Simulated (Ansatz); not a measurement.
## Worked example: correlation energy of HSi–GeH3, singlet

Geometry: a point of a stretch scan, not a stationary point.

```xyz
6

Si    0.0003   -0.0937    1.7695
Ge    0.0008    0.0126   -0.6578
H     0.0030    1.4320    1.8045
H    -0.0306   -1.3617   -1.3536
H     1.2708    0.7472   -1.1423
H    -1.3070    0.8845   -1.2100
```

Basis cc-pVDZ; Ansatz 0.2.0. Only valence electrons are correlated (noble-gas cores and the filled d shells of p-block atoms frozen), which leaves 12 electrons in 46 orbitals. Prefix R: restricted or restricted open-shell reference. No spin–orbit coupling is included, and no scalar relativity.

Full CI isn't at hand for all of this; RCCSDT(Q) serves as the reference, and is uncertain by about the last step of the cluster series.

Runs differ by some tens of microhartree through their thresholds, so steps under 0.03 kcal/mol mean nothing.

```
    level  total energy (hartree)
      RHF            -2366.517626
     RMP2            -2366.700460
    RCCSD            -2366.748479
 RCCSD(T)            -2366.754508
   RCCSDT            -2366.755757
RCCSDT(Q)            -2366.756066
```

What is the correlation energy at RCCSDT(Q), and what share of it do RMP2 and RCCSDT recover?

E(corr) = -2366.756066 − (-2366.517626) = -0.238440 hartree = -6.488 eV. RMP2: -0.182834 / -0.238440 = 76.68 %. RCCSDT: -0.238131 / -0.238440 = 99.87 %.

By how many kcal/mol does RCCSD(T) miss RCCSDT(Q) (1 hartree = 627.509 kcal/mol), and which steps make up the rest?

-2366.754508 − (-2366.756066) = 0.001558 hartree = 0.98 kcal/mol. Steps: RCCSDT − RCCSD(T) = -0.78, RCCSDT(Q) − RCCSDT = -0.19 kcal/mol. Differences between like states or geometries often cancel part of this.
